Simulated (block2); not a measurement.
# BNH3Cl (SMILES NBCl) at DMRG/ANO-RCC-MB, part 1 of 2

Aim: the vertical singlet–triplet gap of BNH3Cl at DMRG/ANO-RCC-MB, from 2 runs. 

Program for the calculation: block2 0.5.4.

5 further runs of the same task are left out: 2 that didn't finish, 3 set aside as unsound or not needed.

### 1 The structure to begin with

The species is BNH3Cl (6 atoms), meant as a singlet with charge 0. SMILES: `NBCl`. The coordinates come from a PBE0-D4/def2-TZVP relaxation.

Bond lengths: N1–B2 1.383 Å, B2–Cl3 1.768 Å, N1–H4 1.005 Å, N1–H5 1.006 Å, B2–H6 1.191 Å. Angles: N1–B2–Cl3 119.7°, N1–B2–H6 121.5°, Cl3–B2–H6 118.8°, B2–N1–H4 122.2°, B2–N1–H5 123.2°, H4–N1–H5 114.7°.

### 2 A single-point energy at DMRG/ANO-RCC-MB

The input, make_fcidump.py:

```python
import numpy as np
from pyscf import ao2mo, cc, dft, gto, lo, mcscf, mp, scf
from pyscf.tools import fcidump

geom = [
    ("N", (-0.395600, -0.007800, -0.658000)),
    ("B", (0.369600, -0.158900, 0.483700)),
    ("Cl", (0.529900, 1.189300, 1.616000)),
    ("H", (-0.511800, -0.749300, -1.326600)),
    ("H", (-0.878600, 0.844500, -0.888200)),
    ("H", (0.928800, -1.181900, 0.727100)),
]
mol = gto.M(
    atom=geom,
    basis="ano-rcc-mb",
    verbose=3,
)
print("nao = %d" % (mol.nao))
mf = scf.RHF(mol)
mf.conv_tol = 1e-10
mf.max_cycle = 200
mf.kernel()
if not mf.converged:
    mf = mf.newton().run(mf.mo_coeff, mf.mo_occ)
print(f"E(HF) = {mf.e_tot:.10f}")
# single-reference ladder for comparison
ref = mf
pt = mp.MP2(ref, frozen=7).run()
mycc = cc.CCSD(ref, frozen=7)
mycc.max_cycle = 150
mycc.kernel()
print("E(MP2) = %.10f" % (pt.e_tot))
if mycc.converged:
    print(f"E(CCSD) = {mycc.e_tot:.10f}")
    print("E(CCSD(T)) = %.10f" % (mycc.e_tot + mycc.ccsd_t()))
    print(f"T1 diagnostic = {mycc.get_t1_diagnostic():.4f}")
# a few density functionals on the same geometry and basis
ks = dft.RKS(mol, xc="tpss").set(conv_tol=1e-9, verbose=3).run()
if ks.converged:
    print(f"E(TPSS) = {ks.e_tot:.8f}")
ks = dft.RKS(mol, xc="pbe0").set(conv_tol=1e-9, verbose=3).run()
if ks.converged:
    print(f"E(PBE0) = {ks.e_tot:.8f}")
ks = dft.RKS(mol, xc="m062x").set(conv_tol=1e-9, verbose=3).run()
if ks.converged:
    print(f"E(M06-2X) = {ks.e_tot:.8f}")
ks = dft.RKS(mol, xc="revpbe").set(conv_tol=1e-9, verbose=3).run()
if ks.converged:
    print("E(revPBE) = %.8f" % (ks.e_tot))
# localise doubly occupied and virtual orbitals apart
mo = mf.mo_coeff.copy()
for a, b in ((7, 16), (16, 22)):
    if b - a > 1:
        mo[:, a:b] = lo.Boys(mol, mo[:, a:b]).kernel()
mf.mo_coeff = mo
# write the integrals of the correlated orbitals
cas = mcscf.CASCI(mf, 15, 18)
h1, ecore = cas.get_h1eff()
fcidump.from_integrals("FCIDUMP", h1, cas.get_h2eff(), 15, 18, nuc=ecore, ms=0)
```

The input, input.conf:

```
sym c1
orbitals FCIDUMP
nelec 18
spin 0
irrep 1
occ 2 2 2 2 2 2 2 2 2 0 0 0 0 0 0
cbias 0.3
schedule
0 75 1E-08 1E-03
2 150 1E-08 1E-04
6 225 1E-08 1E-04
8 300 1E-08 1E-05
10 300 1E-09 0.0
end
maxiter 16
sweep_tol 1E-06
fiedler
mem 2g
num_thrds 1
prefix ./tmp
outputlevel 1
onepdm
```

Started as:

```
python make_fcidump.py && block2main input.conf
```

What it wrote:

```text
$ python make_fcidump.py
nao = 22
converged SCF energy = -539.929928159381
E(HF) = -539.9299281594
E(RMP2) = -540.030993222506  E_corr = -0.101065063125123
E(SCS-RMP2) = -540.035833475362  E_corr = -0.105905315981721
E(CCSD) = -540.0532705837037  E_corr = -0.1233424243231741
E(MP2) = -540.0309932225
E(CCSD) = -540.0532705837
CCSD(T) correction = -0.00263946764981555
E(CCSD(T)) = -540.0559100514
T1 diagnostic = 0.0167
converged SCF energy = -541.219015318952
E(TPSS) = -541.21901532
converged SCF energy = -540.93197504815
E(PBE0) = -540.93197505
converged SCF energy = -541.148980447113
E(M06-2X) = -541.14898045
converged SCF energy = -541.081315703593
E(revPBE) = -541.08131570

$ block2main input.conf

********************************** INPUT START **********************************
sym                                                             c1
orbitals                                                   FCIDUMP
nelec                                                           18
spin                                                             0
irrep                                                            1
occ                                  2 2 2 2 2 2 2 2 2 0 0 0 0 0 0
cbias                                                          0.3
maxiter                                                         16
sweep_tol                                                    1E-06
fiedler
mem                                                             2g
num_thrds                                                        1
prefix                                                       ./tmp
outputlevel                                                      1
onepdm
schedule                  Sweep   0-   1 : Mmps =    75 Noise =     0.001 DavTol =     1e-08
                          Sweep   2-   5 : Mmps =   150 Noise =    0.0001 DavTol =     1e-08
                          Sweep   6-   7 : Mmps =   225 Noise =    0.0001 DavTol =     1e-08
                          Sweep   8-   9 : Mmps =   300 Noise =     1e-05 DavTol =     1e-08
                          Sweep  10-  15 : Mmps =   300 Noise =         0 DavTol =     1e-09
********************************** INPUT END   **********************************

SPIN ADAPTED - REAL DOMAIN - DOUBLE PREC
qc mpo type =  QCTypes.Conventional
 UseMainStack = 0 MinDiskUsage = 1 MinMemUsage = 0 IBuf = 0 OBuf = 0
 FPCompression: prec = 1.00e-16 chunk = 1024
 IMain = 0 B / 134 MB DMain = 0 B / 687 MB ISeco = 0 B / 57.2 MB DSeco = 0 B / 1.01 GB
 OpenMP = 1 TBB = 0 BLIS = 0 MKL = NONE  SeqType = Tasked AlignType = None MKLIntLen = 4
 THREADING = 2 layers : Global | Operator BatchedGEMM
 NUMBER : Global = 1 Operator = 1 Quanta = 0 MKL = 1
 COMPLEX = 1 SINGLE-PREC = 1 KSYMM = 0
using fiedler reorder =  [ 6  7  8  1 10 12  4  9 13  5  2  3  0 14 11]
read integral finished 0.0169398111756891
integral sym error =            0
MinMPOMemUsage =  False
MPS =  CCRRRRRRRRRRRRR 0 2 < N=18 S=0 PG=0 >
GS INIT MPS BOND DIMS =       1     3    10    35    80    86    90    90    90    90    86    80    35    10     3     1
pre-mpo memory usage =  155 MB
build mpo start ...
build mpo finished ... Tread = 0.000 Twrite = 0.000 T = 0.022
simpl mpo start ...
simpl mpo finished ... Tread = 0.000 Twrite = 0.000 T = 0.074
GS MPO BOND DIMS =      20    27    38    53    72    95   122   122    95    72    53    38    27    20     1
build 1pdm mpo 0.1550092799589038
build identity mpo 0.15743904607370496
memory usage =  178 MB
para mpo finished 0.15849304618313909
env init finished 0.48275021300651133

Sweep =    0 | Direction =  forward | Bond dimension =   75 | Noise =  1.00e-03 | Dav threshold =  1.00e-08
Time elapsed =      3.812 | E =    -540.0496700677 | DW = 1.04300e-05

Sweep =    1 | Direction = backward | Bond dimension =   75 | Noise =  1.00e-03 | Dav threshold =  1.00e-08
Time elapsed =      5.476 | E =    -540.0561053453 | DE = -6.44e-03 | DW = 2.11630e-05

Sweep =    2 | Direction =  forward | Bond dimension =  150 | Noise =  1.00e-04 | Dav threshold =  1.00e-08
Time elapsed =      8.793 | E =    -540.0563346753 | DE = -2.29e-04 | DW = 1.60091e-06

Sweep =    3 | Direction = backward | Bond dimension =  150 | Noise =  1.00e-04 | Dav threshold =  1.00e-08
Time elapsed =     14.042 | E =    -540.0563528419 | DE = -1.82e-05 | DW = 3.08733e-06

Sweep =    4 | Direction =  forward | Bond dimension =  150 | Noise =  1.00e-04 | Dav threshold =  1.00e-08
Time elapsed =     19.249 | E =    -540.0563600558 | DE = -7.21e-06 | DW = 3.25041e-06

Sweep =    5 | Direction = backward | Bond dimension =  150 | Noise =  1.00e-04 | Dav threshold =  1.00e-08
Time elapsed =     24.481 | E =    -540.0563603888 | DE = -3.33e-07 | DW = 3.37611e-06

Sweep =    6 | Direction =  forward | Bond dimension =  225 | Noise =  1.00e-04 | Dav threshold =  1.00e-08
Time elapsed =     33.760 | E =    -540.0563771590 | DE = -1.68e-05 | DW = 8.62455e-07

Sweep =    7 | Direction = backward | Bond dimension =  225 | Noise =  1.00e-04 | Dav threshold =  1.00e-08
Time elapsed =     46.083 | E =    -540.0563802731 | DE = -3.11e-06 | DW = 1.19078e-06

Sweep =    8 | Direction =  forward | Bond dimension =  300 | Noise =  1.00e-05 | Dav threshold =  1.00e-08
Time elapsed =     64.800 | E =    -540.0563850268 | DE = -4.75e-06 | DW = 3.42467e-07

Sweep =    9 | Direction = backward | Bond dimension =  300 | Noise =  1.00e-05 | Dav threshold =  1.00e-08
Time elapsed =     88.666 | E =    -540.0563864507 | DE = -1.42e-06 | DW = 4.35086e-07

Sweep =   10 | Direction =  forward | Bond dimension =  300 | Noise =  0.00e+00 | Dav threshold =  1.00e-09
Time elapsed =    112.319 | E =    -540.0563865961 | DE = -1.45e-07 | DW = 3.91106e-07

Final canonical form =  LLLLLLLLLLLLLLC 13
DMRG Energy = -540.056386596109633
npdm string = ['(C+D)0']

Build NPDM MPO | Nsites =    15 | Nmaxops =  2 | SymbolFree = T | Cutoff = 0.00e+00
 Site =     0 /    15 .. L =        4 R =        1 M =            0 Tmid = 0.000 T = 0.000
 Site =     1 /    15 .. L =        4 R =       29 M =           29 Tmid = 0.000 T = 0.000
 Site =     2 /    15 .. L =        4 R =       27 M =           27 Tmid = 0.000 T = 0.000
 Site =     3 /    15 .. L =        4 R =       25 M =           25 Tmid = 0.000 T = 0.000
 Site =     4 /    15 .. L =        4 R =       23 M =           23 Tmid = 0.000 T = 0.000
 Site =     5 /    15 .. L =        4 R =       21 M =           21 Tmid = 0.000 T = 0.000
 Site =     6 /    15 .. L =        4 R =       19 M =           19 Tmid = 0.000 T = 0.000
 Site =     7 /    15 .. L =        4 R =       17 M =           17 Tmid = 0.000 T = 0.000
 Site =     8 /    15 .. L =        4 R =       15 M =           15 Tmid = 0.000 T = 0.000
 Site =     9 /    15 .. L =        4 R =       13 M =           13 Tmid = 0.000 T = 0.000
 Site =    10 /    15 .. L =        4 R =       11 M =           11 Tmid = 0.000 T = 0.000
 Site =    11 /    15 .. L =        4 R =        9 M =            9 Tmid = 0.000 T = 0.000
 Site =    12 /    15 .. L =        4 R =        7 M =            7 Tmid = 0.000 T = 0.000
 Site =    13 /    15 .. L =        4 R =        5 M =            5 Tmid = 0.000 T = 0.000
 Site =    14 /    15 .. L =        1 R =        4 M =            4 Tmid = 0.000 T = 0.000
Ttotal =      0.000

Expectation | Direction = backward | BRA bond dimension =  300 | KET bond dimension =  300
Time elapsed =      0.702
NPDM Sorting | Nsites =    15 | Nmaxops =  2 | DotSite = 2 | SymbolFree = T | Compressed = T | LowMem = F | Mem = 1.76 KB
Ttotal =      0.000

DMRG OCC =   1.977 1.982 1.968 1.977 1.980 1.968 1.997 1.995 1.995 0.037 0.021 0.023 0.018 0.037 0.023
```

It took 2.1 min on 1 thread of Arm Neoverse V1, shared host; peak memory 0.42 GiB.

(Continued in part 2 of 2.)
